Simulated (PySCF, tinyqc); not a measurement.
CCSD on RHF in the sto-3g basis, for CH2, spin multiplicity 1, step by step. The lowest restricted solution is unstable here: a spin-polarised one lies 0.0504 hartree lower (PySCF). One step of it, computed by the program tinyqc.

Task: Iteration 8 (converged): orbitals. Diagonalise F' = X^T F X, C = X C', fill 4 alpha and 4 beta electrons from the bottom; D = 2 C_occ C_occ^T. Each column has its largest component positive (the first on a tie).

converged F (hartree), order 1C 1s, 1C 2s, 1C 2px, 1C 2py, 1C 2pz, 2H 1s, 3H 1s:
$$\begin{pmatrix}
-10.965545 & -2.952907 & 0.000000 & 0.000271 & -0.024570 & -0.814530 & -0.841893 \\
-2.952907 & -1.450139 & 0.000000 & 0.003747 & -0.086572 & -0.749757 & -0.764716 \\
0.000000 & 0.000000 & 0.240357 & 0.000000 & 0.000000 & 0.000000 & 0.000000 \\
0.000271 & 0.003747 & 0.000000 & -0.302368 & 0.002380 & -0.402579 & 0.406326 \\
-0.024570 & -0.086572 & 0.000000 & 0.002380 & -0.247719 & -0.221549 & -0.223351 \\
-0.814530 & -0.749757 & 0.000000 & -0.402579 & -0.221549 & -0.519252 & -0.225767 \\
-0.841893 & -0.764716 & 0.000000 & 0.406326 & -0.223351 & -0.225767 & -0.534029
\end{pmatrix}$$

X, order 1C 1s, 1C 2s, 1C 2px, 1C 2py, 1C 2pz, 2H 1s, 3H 1s:
$$\begin{pmatrix}
1.027135 & -0.156639 & 0.000000 & 0.000226 & -0.010291 & 0.026067 & 0.026177 \\
-0.156639 & 1.345680 & 0.000000 & -0.006181 & 0.121193 & -0.374997 & -0.387990 \\
0.000000 & 0.000000 & 1.000000 & 0.000000 & 0.000000 & 0.000000 & 0.000000 \\
0.000226 & -0.006181 & 0.000000 & 1.247021 & -0.001967 & -0.347300 & 0.355663 \\
-0.010291 & 0.121193 & 0.000000 & -0.001967 & 1.045697 & -0.142369 & -0.146238 \\
0.026067 & -0.374997 & 0.000000 & -0.347300 & -0.142369 & 1.300330 & -0.050100 \\
0.026177 & -0.387990 & 0.000000 & 0.355663 & -0.146238 & -0.050100 & 1.313830
\end{pmatrix}$$

Give: F' = X^T F X; orbital energies; coefficients C; D after iteration 8.

Result:

F' = X^T F X (hartree):
$$\begin{pmatrix}
-10.731 & -1.560 & 0.000 & -0.001 & -0.039 & -0.132 & -0.142 \\
-1.560 & -0.502 & 0.000 & -0.003 & 0.115 & -0.480 & -0.492 \\
0.000 & 0.000 & 0.240 & 0.000 & 0.000 & 0.000 & 0.000 \\
-0.001 & -0.003 & 0.000 & 0.165 & 0.000 & -0.505 & 0.512 \\
-0.039 & 0.115 & 0.000 & 0.000 & -0.156 & -0.224 & -0.227 \\
-0.132 & -0.480 & 0.000 & -0.505 & -0.224 & 0.053 & -0.088 \\
-0.142 & -0.492 & 0.000 & 0.512 & -0.227 & -0.088 & 0.058
\end{pmatrix}$$

orbital energies (hartree): MO1 -10.972, MO2 -0.829, MO3 -0.565, MO4 -0.266, MO5 0.240, MO6 0.645, MO7 0.873

coefficients C, order 1C 1s, 1C 2s, 1C 2px, 1C 2py, 1C 2pz, 2H 1s, 3H 1s:
$$\begin{pmatrix}
0.993 & -0.220 & -0.002 & 0.107 & 0.000 & -0.188 & 0.007 \\
0.031 & 0.651 & 0.011 & -0.497 & 0.000 & 1.210 & -0.059 \\
0.000 & 0.000 & 0.000 & 0.000 & 1.000 & 0.000 & 0.000 \\
0.000 & -0.006 & 0.521 & 0.000 & 0.000 & 0.039 & 1.237 \\
0.005 & 0.144 & 0.000 & 0.870 & 0.000 & 0.610 & -0.025 \\
-0.007 & 0.278 & 0.441 & 0.166 & 0.000 & -0.948 & -0.882 \\
-0.008 & 0.289 & -0.433 & 0.163 & 0.000 & -0.894 & 0.965
\end{pmatrix}$$

D after iteration 8, order 1C 1s, 1C 2s, 1C 2px, 1C 2py, 1C 2pz, 2H 1s, 3H 1s:
$$\begin{pmatrix}
2.092 & -0.331 & 0.000 & 0.000 & 0.133 & -0.104 & -0.105 \\
-0.331 & 1.345 & 0.000 & 0.003 & -0.677 & 0.206 & 0.204 \\
0.000 & 0.000 & 0.000 & 0.000 & 0.000 & 0.000 & 0.000 \\
0.000 & 0.003 & 0.000 & 0.543 & -0.001 & 0.456 & -0.455 \\
0.133 & -0.677 & 0.000 & -0.001 & 1.554 & 0.369 & 0.367 \\
-0.104 & 0.206 & 0.000 & 0.456 & 0.369 & 0.598 & -0.167 \\
-0.105 & 0.204 & 0.000 & -0.455 & 0.367 & -0.167 & 0.595
\end{pmatrix}$$
